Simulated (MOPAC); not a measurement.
MOPAC input (PM7):

```
PM7 1SCF CHARGE=-1 GEO-OK AUX(PRECISION=9) THREADS=1
CH3

C     0.08837911 1    0.08579245 1    0.08813120 1
H    -0.59583251 1   -0.58847006 1    0.64981294 1
H     0.64811021 1   -0.59179503 1   -0.59439216 1
H    -0.58255235 1    0.66551036 1   -0.58420799 1
```

From the last part of the output:

```
                                                       MOPAC v23.2.5 Linux

          FINAL HEAT OF FORMATION =         54.33499 KCAL/MOL =     227.33761 KJ/MOL

          COSMO AREA              =         53.38 SQUARE ANGSTROMS
          COSMO VOLUME            =         36.07 CUBIC ANGSTROMS

          IONIZATION POTENTIAL    =          0.063567 EV
          HOMO LUMO ENERGIES (EV) =         -0.064 14.178
          NO. OF FILLED LEVELS    =          4
          MOLECULAR WEIGHT        =         15.0347         POINT GROUP:  C3v

          MOLECULAR DIMENSIONS (Angstroms)

            Atom       Atom       Distance
            H     4    H     2     1.75939
            H     3    H     2     1.52368
            C     1    H     2     0.45436

          SCF CALCULATIONS        =          1

   ATOM   CHEMICAL          X               Y               Z
  NUMBER   SYMBOL      (ANGSTROMS)     (ANGSTROMS)     (ANGSTROMS)

     1       C          0.08837911  *   0.08579245  *   0.08813120  *
     2       H         -0.59583251  *  -0.58847006  *   0.64981294  *
     3       H          0.64811021  *  -0.59179503  *  -0.59439216  *
     4       H         -0.58255235  *   0.66551036  *  -0.58420799  *

                             CARTESIAN COORDINATES

   1    C        0.088379110     0.085792450     0.088131200
   2    H       -0.595832510    -0.588470060     0.649812940
   3    H        0.648110210    -0.591795030    -0.594392160
   4    H       -0.582552350     0.665510360    -0.584207990

           Empirical Formula: C H3  =     4 atoms

      MOLECULAR POINT GROUP   :   C3v

                  EIGENVALUES
 -13.67555  -4.69227  -4.69227  -0.06357  14.17788  14.17788  16.00413

              NET ATOMIC CHARGES AND DIPOLE CONTRIBUTIONS

  ATOM NO.   TYPE          CHARGE      No. of ELECS.   s-Pop       p-Pop
    1          C          -1.071892        5.0719     1.17979     3.89211
    2          H           0.023964        0.9760     0.97604
    3          H           0.023964        0.9760     0.97604
    4          H           0.023964        0.9760     0.97604
 DIPOLE           X         Y         Z       TOTAL
 POINT-CHG.    -0.348    -0.338    -0.347     0.596
 HYBRID        -0.998    -0.969    -0.996     1.711
 SUM           -1.346    -1.307    -1.342     2.307

          ATOMIC ORBITAL ELECTRON POPULATIONS

     Atom    s        px        py        pz
    1  C   1.17979   1.30251   1.28845   1.30114
    2  H   0.97604
    3  H   0.97604
    4  H   0.97604

 **********************
 *                    *
 * JOB ENDED NORMALLY *
 *                    *
 **********************

 == MOPAC DONE ==
```

The dipole moment of an ion depends on the origin.
